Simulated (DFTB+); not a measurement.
DFTB+ input (SCC-DFTB): The folder sk holds the Slater-Koster set scc that CP2K ships.

```
Geometry = xyzFormat {
6

C     -0.00552043     0.00459894    -1.17388509
C      0.00131904    -0.00109886     0.28048569
N      0.00672398    -0.00560159     1.42981145
H     -0.00547550     1.02956237    -1.54542667
H      0.87817519    -0.50722791    -1.55560292
H     -0.89455918    -0.50412383    -1.54725412
}
Hamiltonian = DFTB {
  SCC = Yes
  SCCTolerance = 1e-8
  MaxSCCIterations = 300
  Charge = 0
  SlaterKosterFiles = Type2FileNames {
    Prefix = "sk/"
    Separator = ""
    Suffix = ".spl"
    LowerCaseTypeName = Yes
  }
  MaxAngularMomentum {
    C = "p"
    H = "s"
    N = "p"
  }
  Filling = Fermi { Temperature [K] = 0 }
}
ParserOptions { ParserVersion = 14 }
```

Output:

```
|===============================================================================
|
|
|  Copyright (C) 2006 - 2025  DFTB+ developers group
|
|===============================================================================
|
|  When publishing results obtained with DFTB+, please cite the following
|  reference:
|
|    Recent Developments in DFTB+, a Software Package for Efficient Atomistic
|    Quantum Mechanical Simulations, J. Phys. Chem. A 129, 5373−5390 (2025).
|    [https://doi.org/10.1021/acs.jpca.5c01146]
|
|  You should also cite additional publications crediting the parametrization
|  data you use. Please consult the documentation of the SK-files for the
|  references.
|
|===============================================================================

Reading input file 'dftb_in.hsd'
Parser version: 14

--------------------------------------------------------------------------------
Reading SK-files:
./sk/cc.spl
./sk/cn.spl
./sk/ch.spl
./sk/nn.spl
./sk/nh.spl
./sk/hh.spl
Done.

Processed input in HSD format written to 'dftb_pin.hsd'

Starting initialization...
--------------------------------------------------------------------------------
Mode:                        Static calculation
Self consistent charges:     Yes
SCC-tolerance:                 0.100000E-07
Max. scc iterations:                    300
Shell resolved Hubbard:      No
Spin polarisation:           No
Nr. of up electrons:             8.000000
Nr. of down electrons:           8.000000
Periodic boundaries:         No
Electronic solver:           Relatively robust
Mixer:                       Broyden mixer
Mixing parameter:                  0.200000
Nr. of chrg. vec. in memory:            300
Max. SCC-cycles:                        300
Electronic temperature:              0.100000E-07 H      0.272114E-06 eV
Initial charges:             Set automatically (system chrg:   0.000E+00)
Included shells:             C:  s, p
                             N:  s, p
                             H:  s
Extra options:
                             Mulliken analysis

--------------------------------------------------------------------------------

***  Geometry step: 0

 iSCC Total electronic   Diff electronic      SCC error
    1   -0.72493374E+01    0.00000000E+00    0.56850986E+00
    2   -0.72662904E+01   -0.72493374E+01    0.28863902E+00
    3   -0.72723505E+01   -0.16953028E-01    0.84382842E-01
    4   -0.72724832E+01   -0.60600579E-02    0.17247923E-01
    5   -0.72724979E+01   -0.13274243E-03    0.54183057E-02
    6   -0.72724985E+01   -0.14724651E-04    0.86140244E-03
    7   -0.72724986E+01   -0.60362423E-06    0.38531632E-05
>> Charges saved for restart in charges.bin
    8   -0.72724986E+01   -0.20280075E-07    0.53713078E-09

Total Energy:                       -6.9316127759 H         -188.6188 eV
Extrapolated to 0K:                 -6.9316127759 H         -188.6188 eV
Total Mermin free energy:           -6.9316127759 H         -188.6188 eV
Force related energy:               -6.9316127759 H         -188.6188 eV

 Fermi distribution function

Calculation with static geometry

********************************************************************************
 iSCC Total electronic   Diff electronic      SCC error
    8   -0.72724986E+01   -0.20280075E-07    0.53713078E-09
********************************************************************************

 Total charge:     0.00000000

 Atomic gross charges (e)
 Atom           Charge
    1      -0.13378414
    2       0.11229078
    3      -0.23304943
    4       0.08484760
    5       0.08484760
    6       0.08484760

Nr. of electrons (up):     16.00000000
Atom populations (up)
 Atom       Population
    1       4.13378414
    2       3.88770922
    3       5.23304943
    4       0.91515240
    5       0.91515240
    6       0.91515240

l-shell populations (up)
 Atom Sh.   l       Population
    1   1   0       1.23546143
    1   2   1       2.89832271
    2   1   0       1.17609436
    2   2   1       2.71161486
    3   1   0       1.62710940
    3   2   1       3.60594003
    4   1   0       0.91515240
    5   1   0       0.91515240
    6   1   0       0.91515240

Orbital populations (up)
 Atom Sh.   l   m       Population  Label
    1   1   0   0       1.23546143  s
    1   2   1  -1       0.99115108  p_y
    1   2   1   0       0.91602106  p_z
    1   2   1   1       0.99115057  p_x
    2   1   0   0       1.17609436  s
    2   2   1  -1       0.92041221  p_y
    2   2   1   0       0.87079077  p_z
    2   2   1   1       0.92041188  p_x
    3   1   0   0       1.62710940  s
    3   2   1  -1       1.10521069  p_y
    3   2   1   0       1.39551668  p_z
    3   2   1   1       1.10521265  p_x
    4   1   0   0       0.91515240  s
    5   1   0   0       0.91515240  s
    6   1   0   0       0.91515240  s

Fermi level:                        -0.1426947436 H           -3.8829 eV
Band energy:                        -7.0784713324 H         -192.6150 eV
TS:                                  0.0000000000 H            0.0000 eV
Band free energy (E-TS):            -7.0784713324 H         -192.6150 eV
Extrapolated E(0K):                 -7.0784713324 H         -192.6150 eV
Input / Output electrons (q):     16.0000000000     16.0000000000

Energy H0:                          -7.2808415261 H         -198.1218 eV
Energy SCC:                          0.0083429605 H            0.2270 eV
Total Electronic energy:            -7.2724985656 H         -197.8948 eV
Repulsive energy:                    0.3408857897 H            9.2760 eV
Total energy:                       -6.9316127759 H         -188.6188 eV
Extrapolated to 0:                  -6.9316127759 H         -188.6188 eV
Total Mermin free energy:           -6.9316127759 H         -188.6188 eV
Force related energy:               -6.9316127759 H         -188.6188 eV

Non-constrained calculation

SCC converged

Dipole moment:   -0.00479061    0.00399095   -1.01869322 au
Dipole moment:   -0.01217652    0.01014397   -2.58926011 Debye
```

The geometry given is a B3LYP-D3(BJ)/def2-TZVP minimum.
